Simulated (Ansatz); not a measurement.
# SiNH4F (SMILES N[SiH2]F) at PBE/aug-cc-pVDZ

Aim: the energy change on altering one bond length of SiNH4F at PBE/aug-cc-pVDZ, from 2 runs. 

Program for the calculation: Ansatz 0.2.0.

67 further runs of the same task are left out: 67 set aside as unsound or not needed.

### 1 Starting point

SiNH4F has 7 atoms, charge 0, and is taken as a singlet. SMILES: `N[SiH2]F`. The coordinates come from a PBE0-D4/def2-TZVP relaxation. This is one conformer, not always the lowest.

Bond lengths: N1–Si2 1.696 Å, Si2–F3 1.605 Å, N1–H4 1.006 Å, N1–H5 1.006 Å, Si2–H6 1.479 Å, Si2–H7 1.479 Å. Angles: N1–Si2–F3 114.6°, N1–Si2–H6 108.3°, N1–Si2–H7 108.3°, F3–Si2–H6 105.8°, F3–Si2–H7 105.8°, Si2–N1–H4 122.0°, Si2–N1–H5 122.0°, H6–Si2–H7 114.0°, H4–N1–H5 111.8°.

### 2 The energy at PBE/aug-cc-pVDZ

job.yaml reads:

```yaml
crystal:
  periodic: [false, false, false]
  atoms:
    - {symbol: "N", position_ang: [-0.761500, 0.339000, -0.625200]}
    - {symbol: Si, position_ang: [0.531100, -0.115700, 0.373400]}
    - {symbol: F, position_ang: [0.515100, -1.653900, 0.829800]}
    - {symbol: H, position_ang: [-0.786600, 0.105100, -1.603600]}
    - {symbol: H, position_ang: [-1.682200, 0.513500, -0.258400]}
    - {symbol: H, position_ang: [0.455900, 0.676200, 1.620700]}
    - {symbol: H, position_ang: [1.789400, 0.068000, -0.382300]}
basis:
  gaussian: {orbitals: aug-cc-pVDZ}
hamiltonian: {xc: {name: PBE}}
accuracy: high
output: {orbitals: {seedname: orbitals}}
```

Started as:

```bash
ansatz run job.yaml --threads 1 --pin off --max-ram 3480MiB --events-out events.jsonl --progress --plain --runs-dir runs
```

Standard output:

```text
Warning: RAYON_NUM_THREADS=1 ignored (pool sized by the plan → 1); use --threads N
Functional definition: PBE
  name "PBE"
  parameter kappa = 0.804
  parameter beta = 0.06672455060314922
  exchange = pbe_x(kappa = kappa, mu = beta*pi^2/3)
  correlation = pbe_c(beta = beta)
2219 factors; integrals over basis functions are off by at most 3.5e-9 eV
mean field evaluation 1: about -12132.8549 eV, gradient 7.5e1 eV
mean field evaluation 2: about -12092.9647 eV, gradient 1.4e2 eV
mean field evaluation 4: about -12143.4237 eV, gradient 1.1e1 eV
mean field evaluation 8: about -12143.6314 eV, gradient 3.3e-1 eV
mean field evaluation 16: about -12143.6317 eV, gradient 1.4e-5 eV
mean field -12143.63172860 eV, -446.2702347767 hartree, gradient 3.5e-8 eV, S^2 0.000000; 0 other end points of the search recorded, 0 dependent functions left out
reference -12143.63173751 eV, -446.2702351042 hartree; 17, 17 occupied and 92, 92 virtual orbitals, 2219 factors
Total energy: -12143.63173751 eV, -446.2702351042 hartree
```

It took 4.5 s on 1 thread of Intel Xeon 6975P-C (Granite Rapids), shared host; peak memory 0.31 GiB.

### 3 The distorted shape at the same level

run.yaml reads:

```yaml
crystal:
  periodic: [false, false, false]
  atoms:
    - symbol: N
      position_ang: [-0.485305, 0.286653, -0.735234]
    - symbol: Si
      position_ang: [0.807295, -0.168047, 0.263366]
    - symbol: F
      position_ang: [0.791295, -1.706247, 0.719766]
    - symbol: H
      position_ang: [-0.510405, 0.052753, -1.713634]
    - symbol: H
      position_ang: [-1.682200, 0.513500, -0.258400]
    - symbol: H
      position_ang: [0.732095, 0.623853, 1.510666]
    - symbol: H
      position_ang: [2.065595, 0.015653, -0.492334]
basis:
  gaussian: {orbitals: aug-cc-pVDZ}
hamiltonian: {xc: pbe}
accuracy: high
output: {orbitals: {seedname: orbitals}}
```

Started as:

```bash
ansatz run run.yaml --threads 1 --pin off --max-ram 3480MiB --events-out events.jsonl --progress --plain --runs-dir runs
```

Standard output (excerpt; [...] marks lines left out):

```text
Warning: RAYON_NUM_THREADS=1 ignored (pool sized by the plan → 1); use --threads N
[... 6 set-up lines as earlier in the session ...]
2237 factors; integrals over basis functions are off by at most 3.7e-9 eV
mean field evaluation 1: about -12131.3970 eV, gradient 7.5e1 eV
mean field evaluation 2: about -12082.0619 eV, gradient 1.4e2 eV
mean field evaluation 4: about -12142.1762 eV, gradient 1.6e1 eV
mean field evaluation 8: about -12142.5866 eV, gradient 4.2e-1 eV
mean field evaluation 16: about -12142.5871 eV, gradient 5.2e-5 eV
mean field -12142.58709164 eV, -446.2318450766 hartree, gradient 4.4e-8 eV, S^2 0.000000; 0 other end points of the search recorded, 0 dependent functions left out
reference -12142.58710065 eV, -446.2318454077 hartree; 17, 17 occupied and 92, 92 virtual orbitals, 2237 factors
Total energy: -12142.58710065 eV, -446.2318454077 hartree
```

Wall time 4.5 s (1 thread of Intel Xeon 6975P-C (Granite Rapids), shared host); peak memory 0.32 GiB.

### 4 Summary of results

Level: PBE/aug-cc-pVDZ.

```
                                                         quantity          value
                                        first shape: total energy  -446.27024 Eh
                                         first shape: HOMO energy       -6.70 eV
                                         first shape: LUMO energy       -0.87 eV
                                       first shape: HOMO–LUMO gap        5.83 eV
                                    distorted shape: total energy  -446.23185 Eh
                                     distorted shape: HOMO energy       -6.56 eV
                                     distorted shape: LUMO energy       -1.73 eV
                                   distorted shape: HOMO–LUMO gap        4.83 eV
energy change with the N1–H5 bond stretched from 1.006 to 1.308 Å       1.045 eV
```

With the N1–H5 bond stretched from 1.006 to 1.308 Å the energy rises by 1.04 eV (24 kcal/mol). The first shape isn't relaxed at this level, so the change isn't measured from a minimum.
